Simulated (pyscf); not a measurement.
This saddle point was located with ωB97X-D3(BJ)/def2-SVP in PySCF.

```
Si
F 1 1.6422
H 1 1.4675 2 104.23
H 1 1.4704 3 124.82 2 115.91
O 1 1.8064 3 111.56 2 -98.96
H 5 0.9693 1 119.52 3 147.56
H 5 1.1048 6 121.53 1 -117.88
Cl 7 1.6747 5 136.77 6 139.76
```
Charge 0, spin multiplicity 1.

Surface: singlet, charge 0. Lowest wavenumbers (cm⁻¹): 398i, 169, 235, 331, 434.

Question: What reaction is this the transition state of?

Answer: HO–SiH₂–F + hydrogen chloride (HCl) <-> water (H₂O) + F–SiH₂–Cl, a four-centre exchange read from left to right: O–Si, Cl–H broken and H–O, Cl–Si formed. At CCSD(T)/def2-TZVPP + ΔMP2(QZVPP) it lies +0.74 eV from the left side and +0.66 eV from the right (each side as separated species at their lowest minima found). On the reactant side the descent ends in a complex, 0.18 eV under the separated species and 0.76 eV under the saddle at ωB97X-D3(BJ)/def2-TZVP. On the product side the descent ends in an adduct with a O–Si contact, 0.39 eV over the separated species and 0.16 eV under the saddle at ωB97X-D3(BJ)/def2-TZVP. What is counted as broken (O–Si) persists as a longer contact in the product adduct; parting that adduct is a step of its own. At ωB97X-D3(BJ)/def2-TZVP the barrier from the zero used here is 0.58 eV. One saddle was located; it need not be the lowest between these sides. The CCSD(T) − MP2 part came from Ansatz, without density fitting, on the same reference.
